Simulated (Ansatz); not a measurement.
# How far each method lies from UCCSDT(Q) for Si–GeH₃, doublet

Geometry: a PBE0/def2-TZVP stationary point for this spin, not checked as a minimum.

```xyz
5

Si    0.0063    0.0000    1.7815
Ge    0.0015    0.0000   -0.6387
H    -1.5105    0.0000   -0.9813
H     0.6125    1.2449   -1.3153
H     0.6125   -1.2449   -1.3153
```

Basis cc-pVTZ; Ansatz 0.2.0. Only valence electrons are correlated (noble-gas cores and the filled d shells of p-block atoms frozen), which leaves 11 electrons in 100 orbitals. Prefix R: restricted or restricted open-shell reference; prefix U: unrestricted. Active spaces: valence = (11e, 11o) chosen from the atoms' valence shells. No spin–orbit coupling is included, and no scalar relativity.

Full CI isn't at hand for all of this; UCCSDT(Q) serves as the reference, and is uncertain by about the last step of the cluster series. The frozen core follows each run's orbitals, which can shift R against U totals by a few meV for light atoms and by up to 0.1 eV past Ca.

Unrestricted rows (U) aren't spin-pure: their determinants' ⟨S²⟩ exceeds S(S+1) by up to 0.25, so they mix in states of higher spin.

```
UHF ⟨S²⟩                            : 0.996
⟨S²⟩ of the determinant under UCCSD : 0.978
T1 diagnostic (RCCSD)               : 0.0193
largest doubles amplitude (RCCSD)   : 0.065
T1 diagnostic (UCCSD)               : 0.0610
```

Question: From what is known of these methods and the diagnostics, rank them by the size of their error in total energy against UCCSDT(Q) in cc-pVTZ, smallest first (an estimate: the text doesn't fix the numbers).
A. UCCSDT
B. UHF
C. UCCSD(T)
D. UCCSD
E. UMP2

Answer: A (0.41 mEh), C (2.02 mEh), D (10.73 mEh), E (57.37 mEh), B (249.60 mEh).

All errors are against UCCSDT(Q) in cc-pVTZ. Within each family the higher level lies nearer, as is usual though not guaranteed.

Natural occupations of CASSCF (valence space) about the gap: 1.981 1.972 1.971 1.916 1.000 0.066 0.034 0.024 0.022 0.022; effectively unpaired electrons, Σ n²(2−n)², 1.06.

Atomization energy (electronic, same basis, no zero-point term; atoms at the same level, unrestricted beside the R rows where the molecule is a closed shell, but restricted open-shell past Ca, as are all atoms' steps beyond CCSDT(Q)) at UCCSDT(Q): 1062.7 kJ/mol. Errors of other levels:

```json
{"level": "UHF", "error (kJ/mol)": "-265.8"}
{"level": "UMP2", "error (kJ/mol)": "-49.2"}
{"level": "UCCSD", "error (kJ/mol)": "-13.1"}
{"level": "UCCSD(T)", "error (kJ/mol)": "-1.8"}
{"level": "UCCSDT", "error (kJ/mol)": "-0.8"}
```

This basis is far from its limit, so the value isn't to be set against a measured one.
